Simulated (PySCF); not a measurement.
## CH$_{3}$S, SMILES `C[S]` (charge 0, multiplicity 2)

The numbers are results of PBE-D3(BJ)/def2-TZVP (PySCF 2.14.0), not measurements.

```json
{
 "highest_occupied_spin_orbital": "-5.32 eV",
 "dipole_moment": "1.75 D",
 "total_energy": "-11914.65 eV",
 "cost": "very roughly 30 core-seconds"
}
```

```xyz
5

C     -0.1311     0.0148    -0.0223
S      1.6604    -0.0113    -0.0368
H     -0.4398    -0.5020     0.9042
H     -0.5603    -0.5392    -0.8682
H     -0.5291     1.0377     0.0232
```
Charge 0, spin multiplicity 2.
